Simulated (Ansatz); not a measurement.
**H₂ClO (doublet): the correlation ladder at distance O1–H3 along a hydrogen transfer = 1.226 Å, cc-pVDZ**

Aim: climb from Hartree-Fock through coupled cluster and multireference methods for H₂ClO (doublet) at one geometry and basis, and see what each rung misses.

Computed with Ansatz 0.2.0, Gaussian basis. Level: cc-pVDZ, core rule «outside noble gas», up to 6 orbitals frozen.

Plan: UHF; CCSD(T) on ROHF; CCSD(T) on UHF; BCCD(T) on ROHF; CISD; CCSDT(Q) on ROHF; CCSDT(Q) on UHF; CASSCF and MRCISD+Q, 3 electrons in 3 orbitals; CASSCF and NEVPT2, 3 electrons in 3 orbitals; CASSCF and MRCISD+Q, 15 electrons in 10 orbitals; CASSCF and MRCISD+Q(relaxed), 15 electrons in 10 orbitals; CASSCF and NEVPT2, 15 electrons in 10 orbitals.

11 further runs of the same task are left out: 3 for a known fault of the program, 1 for a mislabelled method, 7 that didn't finish.

### 1 The system

The geometry derives from fragments relaxed apart (PBE0/def2-TZVP) and kept rigid, so it is no stationary point. A hydrogen atom is moved between rigid fragments.

4 atoms, charge 0, spin multiplicity 2.

Atoms are counted from 1 here; the program's logs count them from 0.

Bond lengths: O1–H2 0.960 Å, O1–H3 1.226 Å. Angles: H2–O1–H3 105.1°.

### 2 UHF

Contents of in.yaml:

```yaml
crystal:
  periodic: [false, false, false]
  atoms:
    - {symbol: O, position_ang: [-0.976923, -0.231644, 0.000000]}
    - {symbol: H, position_ang: [-1.226232, 0.694932, 0.000000]}
    - {symbol: H, position_ang: [0.249077, -0.231644, 0.000000]}
    - {symbol: Cl, position_ang: [1.954077, -0.231644, 0.000000]}
basis:
  gaussian: {orbitals: cc-pVDZ}
magnetization: {spin_polarized: true, initial_magnetization: 1}
hamiltonian: {xc: hf}
output: {orbitals: {seedname: orbitals}}
```

The run is started by

```sh
$ ansatz run in.yaml --threads 1 --pin off --events-out ev --progress --plain --max-ram 2393MiB
```

Further steps of the session: CCSD(T) on ROHF; CCSD(T) on UHF; BCCD(T) on ROHF; CISD; CCSDT(Q) on ROHF; CCSDT(Q) on UHF; CASSCF and MRCISD+Q, 3 electrons in 3 orbitals; CASSCF and NEVPT2, 3 electrons in 3 orbitals; CASSCF and MRCISD+Q, 15 electrons in 10 orbitals; CASSCF and MRCISD+Q(relaxed), 15 electrons in 10 orbitals; CASSCF and NEVPT2, 15 electrons in 10 orbitals.

Before running them: what should the planned runs give, taken together? Wanted: UCCSDT(Q) below the RHF energy; RMP2 from UCCSDT(Q); UMP2 from UCCSDT(Q); RCCSD from UCCSDT(Q); RCCSD(T) from UCCSDT(Q); UCCSD(T) from UCCSDT(Q); RCCSDT(Q) from UCCSDT(Q); NEVPT2 pair from UCCSDT(Q); MRCISD+Q pair from UCCSDT(Q).

The runs gave:

| quantity | value |
| --- | --- |
| UCCSDT(Q) below the RHF energy | -9.9776 eV |
| RMP2 from UCCSDT(Q) | +91.3 kJ/mol |
| UMP2 from UCCSDT(Q) | +107.6 kJ/mol |
| RCCSD from UCCSDT(Q) | +23.6 kJ/mol |
| RCCSD(T) from UCCSDT(Q) | +4.4 kJ/mol |
| UCCSD(T) from UCCSDT(Q) | +4.4 kJ/mol |
| RCCSDT(Q) from UCCSDT(Q) | 0.0 kJ/mol |
| NEVPT2 pair from UCCSDT(Q) | +82.5 kJ/mol |
| MRCISD+Q pair from UCCSDT(Q) | +11.8 kJ/mol |
| NEVPT2 valence from UCCSDT(Q) | +222.1 kJ/mol |
| levels within 1 kcal/mol (43 meV) | RCCSDT, UCCSDT, RCCSDT(Q) |
| T1 diagnostic | 0.034 |
| effectively unpaired electrons | 1.01 |

**Reading.** RCCSD(T) lands +4.4 kJ/mol from the yardstick (0.5 % of the correlation energy). One determinant dominates. Of the multireference levels listed MRCISD+Q pair comes nearest in total energy (+11.8 kJ/mol), which doesn't show that its space is the better one. Coupled cluster took another determinant than the lowest Hartree-Fock one. These misses are within one basis, not against nature; the frozen cores of restricted and unrestricted runs differ, which can shift their rows.
